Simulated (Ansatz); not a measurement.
Z-matrix (Å, degrees):
```
O
C 1 1.3998
C 1 1.3998 2 113.17
H 2 1.1001 1 108.00 3 -180.00
H 3 1.1001 1 108.00 2 -180.00
H 2 1.1103 4 108.49 1 121.70
H 3 1.1103 5 108.49 1 -121.70
H 2 1.1103 4 108.49 6 116.61
H 3 1.1103 5 108.49 7 -116.61
```
Charge 0, spin multiplicity 1.

Method: frozen-core CCSD(T)/def2-TZVPP // B3LYP-D3(BJ)/def2-SVP (Ansatz, a program for electronic structure).

HF energy: -154.13116 Ha
MP2 correlation energy: -0.59666 Ha

Task: Estimate the CCSD correlation energy, the (T) correction, the total energy and the T1 diagnostic.

Result: 
The CCSD correlation energy is -0.62731 Ha. The (T) correction comes out as -0.02224 Ha and the CCSD(T) total energy is -154.78071 Ha. The T1 diagnostic is 0.010.
